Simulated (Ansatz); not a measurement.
A made-up structure of CHOS (charge +1), singlet:

```
4
angstrom
O 1.8111 -0.1240 -2.0194
C 0.1969 -0.2379 0.5519
S 0.3858 -0.1002 -1.0750
H -0.7071 0.7111 -1.1385
```

It is relaxed with PBE-D4/def2-SVP and then PBE0-D4/def2-TZVP (Ansatz 0.2.0). Atoms count as bonded within 1.22 times the sum of their covalent radii (H–H: 0.88 Å). The end point is not checked to be a true minimum.

(1) Does its bonding change? (Judge from chemistry; the calculation decides.)

## Answers

(1) Computed: Yes. Formed: C2–H4; broken: S3–H4.

Where it ends: The first stage lowers the energy by 4.03 eV in 17 steps. It ends as CHOS ([CH][S][O]), total charge +1:
```xyz
4
angstrom
O 2.0734 -0.4315 -1.9334
C -0.1239 0.1042 -0.3075
S 0.8150 0.0909 -1.4973
H -1.0779 0.4854 0.0571
```

Labels in which every atom is bracketed show which atoms are joined, not bond orders.

For scale, one of the runs: PBE0-D4/def2-TZVP relaxation, 105 basis functions, launched by `ansatz run in.yaml --threads 2 --pin off --events-out ev --progress --plain --max-ram 4352MiB`. The run took about 12 s on 2 CPU threads of an Arm Neoverse V2 (shared host).
